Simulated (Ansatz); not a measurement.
Basis-set extrapolation for `CSC=S` (PBE0-D4/def2-TZVP geometry, frozen core, Ansatz). Multiplicity 1, RHF reference.

```
                      def2-TZVPP   def2-QZVPP
                 HF  -873.152875  -873.179062
    MP2 correlation    -0.684081    -0.736365
CCSD(T) correlation    -0.763791      not run
```

Energies in hartree. Use E(X) = E(∞) + A·exp(−7.88·√X) for Hartree–Fock and E(X) = E(∞) + B·X^(−2.97) for correlation, with X = 3 and 4, and add CCSD(T) minus MP2 of the smaller set to the MP2 limit.

Problem. What is the CCSD(T) energy at the basis-set limit?

Solution. HF limit: -873.179062 + (-0.026187) × 0.13774 = -873.18267. MP2 limit: -0.736365 + (-0.052284) × 0.74074 = -0.77509. Higher-order term: -0.763791 − (-0.684081) = -0.07971. Total: -874.03747 hartree, 3.29 eV below CCSD(T)/def2-TZVPP.
